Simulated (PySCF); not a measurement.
Gas-phase reaction: C2HF + 4 C2H5 = C2H5F + 2 C4H8 (isobutene)

Energies from PySCF (xtb for GFN2), thermal terms from the rigid-rotor harmonic-oscillator model, ideal gas at 1 bar. † marks an energy on the PBE0/def2-TZVP geometry and frequencies; other levels use their own. Open shells (unrestricted): C2H5 (multiplicity 2); the rest are closed-shell singlets. GFN2 has no spin-polarisation term.

PBE/def2-SVP gives ΔH°(298 K) = -871 kJ.

**Question.** What do PBE0/def2-SVP†, ωB97M-V/def2-TZVP†, GFN2-xTB give?

**Answer.** PBE0/def2-SVP†: -867 kJ; ωB97M-V/def2-TZVP†: -892 kJ; GFN2-xTB: -1047 kJ. For scale, ΔH°(298 K) is -871 kJ at this level, -892 kJ at ωB97M-V/def2-TZVP†, and runs from -1047 to -637 kJ over the 19 levels computed († marks an energy on the PBE0/def2-TZVP geometry).
